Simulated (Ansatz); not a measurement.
**SiP+ (triplet): from Hartree-Fock to the top rungs, cc-pVTZ**

Aim: climb from Hartree-Fock through coupled cluster and multireference methods for SiP+ (triplet) at one geometry and basis, and see what each rung misses.

Computed with Ansatz 0.2.0, Gaussian basis. Level: cc-pVTZ, core rule «outside noble gas», up to 10 orbitals frozen.

Plan: UHF; CCSD(T) on ROHF; CCSD(T) on UHF; BCCD(T) on ROHF; CISD; CCSDT(Q) on ROHF; CCSDT(Q) on UHF; CASSCF and MRCISD+Q, 8 electrons in 8 orbitals; CASSCF and NEVPT2, 8 electrons in 8 orbitals.

15 further runs of the same task are left out: 9 that didn't finish, 6 set aside as unsound or not needed.

## Step 1: What is computed

The geometry is a PBE0/def2-TZVP stationary point (not a proven minimum) of the parent state, kept for this charge and spin.

2 atoms, charge 1, spin multiplicity 3.

Atoms are counted from 1 here; the program's logs count them from 0.

Bond lengths: Si1–P2 2.343 Å.

Coordinates:

```xyz
2

Si    0.00000    0.00000    0.00000
P     0.00000    0.00000    2.34300
```

## Step 2: UHF

in.yaml

```yaml
crystal:
  periodic: [false, false, false]
  atoms:
    - {symbol: Si, position_ang: [0.000000, 0.000000, 0.000000]}
    - {symbol: P, position_ang: [0.000000, 0.000000, 2.343000]}
basis:
  gaussian: {orbitals: cc-pVTZ}
total_charge: 1
magnetization: {spin_polarized: true, initial_magnetization: 2}
hamiltonian: {xc: hf}
output: {orbitals: {seedname: orbitals}}
```

Run with:

```console
ansatz run in.yaml --threads 1 --pin off --events-out ev --progress --plain --max-ram 2393MiB
```

After this run come: CCSD(T) on ROHF; CCSD(T) on UHF; BCCD(T) on ROHF; CISD; CCSDT(Q) on ROHF; CCSDT(Q) on UHF; CASSCF and MRCISD+Q, 8 electrons in 8 orbitals; CASSCF and NEVPT2, 8 electrons in 8 orbitals.

**Question.** What will the summary of the whole plan be? Wanted: UCCSDT(Q) below the RHF energy; RMP2 from UCCSDT(Q); UMP2 from UCCSDT(Q); RCCSD from UCCSDT(Q); RCCSD(T) from UCCSDT(Q); UCCSD(T) from UCCSDT(Q); RCCSDT(Q) from UCCSDT(Q); NEVPT2 valence from UCCSDT(Q); MRCISD+Q valence from UCCSDT(Q).

**Answer**, as computed:

| quantity | value |
| --- | --- |
| UCCSDT(Q) below the RHF energy | -5.8576 eV |
| RMP2 from UCCSDT(Q) | +29.59 kcal/mol |
| UMP2 from UCCSDT(Q) | +30.74 kcal/mol |
| RCCSD from UCCSDT(Q) | +8.51 kcal/mol |
| RCCSD(T) from UCCSDT(Q) | +1.76 kcal/mol |
| UCCSD(T) from UCCSDT(Q) | +1.77 kcal/mol |
| RCCSDT(Q) from UCCSDT(Q) | +0.07 kcal/mol |
| NEVPT2 valence from UCCSDT(Q) | +23.80 kcal/mol |
| MRCISD+Q valence from UCCSDT(Q) | +1.55 kcal/mol |
| levels within 1 kcal/mol (43 meV) | RCCSDT, UCCSDT, RCCSDT(Q) |
| T1 diagnostic | 0.031 |
| effectively unpaired electrons | 2.08 |

What this shows: RCCSD(T) lands +1.76 kcal/mol from the yardstick (1.3 % of the correlation energy). One determinant dominates. Of the multireference levels listed MRCISD+Q valence comes nearest in total energy (+1.55 kcal/mol), which doesn't show that its space is the better one. These misses are within one basis, not against nature; the frozen cores of restricted and unrestricted runs differ, which can shift their rows.
